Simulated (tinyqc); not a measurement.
Pariser-Parr-Pople SCF with singles CI, for the molecule C=CC=C[CH2+] (SMILES; centres numbered as the heavy atoms are written), step by step. One step of it, computed by the program tinyqc.

Question. Singles CI, singlets. Over the 6 single excitations with the smallest orbital gaps: A = (e_a - e_i) delta + 2 (ia|jb) - (ij|ab), with (pq|rs) = sum c_mp c_mq gamma_mn c_nr c_ns. f = 2/3 w |mu|^2 in atomic units, mu = sqrt2 sum c_ia sum_m c_mi c_ma R_m.

orbital energies (eV): [-17.482234, -14.943053, -8.558814, -5.119306, -3.200911]

coefficients, order 1C, 2C, 3C, 4C, 5C:
```
[[0.302042, 0.492173, -0.560302, 0.507706, 0.307949],
 [0.489270, 0.507706, -0.016679, -0.492173, -0.510232],
 [0.582040, 0.000000, 0.609563, 0.000000, 0.538202],
 [0.489270, -0.507706, -0.016679, 0.492173, -0.510232],
 [0.302042, -0.492173, -0.560302, -0.507706, 0.307949]]
```

repulsion gamma_rs (eV), order 1C, 2C, 3C, 4C, 5C:
```
[[11.130000, 5.344569, 3.872154, 2.881359, 2.343780],
 [5.344569, 11.130000, 5.346287, 3.873196, 2.881359],
 [3.872154, 5.346287, 11.130000, 5.346287, 3.872154],
 [2.881359, 3.873196, 5.346287, 11.130000, 5.344569],
 [2.343780, 2.881359, 3.872154, 5.344569, 11.130000]]
```

Centres (angstrom, eV; a flat drawing with bonds scaled to 1.40 angstrom):
```
centre          x          y  core charge z          W   gamma_rr
1C      -2.425000  -0.280000              1  11.160000  11.130000
2C      -1.212000   0.420000              1  11.160000  11.130000
3C       0.000000  -0.280000              1  11.160000  11.130000
4C       1.212000   0.420000              1  11.160000  11.130000
5C       2.425000  -0.280000              1  11.160000  11.130000
```

Give: singlet CI matrix; singlet excitation energies; oscillator strengths.

Answer.

singlet CI matrix (eV), order 2>3, 1>3, 2>4, 2>5, 1>4, 1>5:
```
[[4.0000, 0.0000, 0.0000, -0.4754, 0.2701, 0.0000],
 [0.0000, 5.9303, -0.2995, 0.0000, 0.0000, -0.0026],
 [0.0000, -0.2995, 7.2125, 0.0000, 0.0000, 0.0284],
 [-0.4754, 0.0000, 0.0000, 8.3096, 0.1875, 0.0000],
 [0.2701, 0.0000, 0.0000, 0.1875, 8.8388, 0.0000],
 [0.0000, -0.0026, 0.0284, 0.0000, 0.0000, 10.6044]]
```

singlet excitation energies (eV): [3.9311, 5.8637, 7.2788, 8.3159, 8.9014, 10.6046]

oscillator strengths: [1.2443, 0.0077, 0.1438, 0.0728, 0.0348, 0.2305]
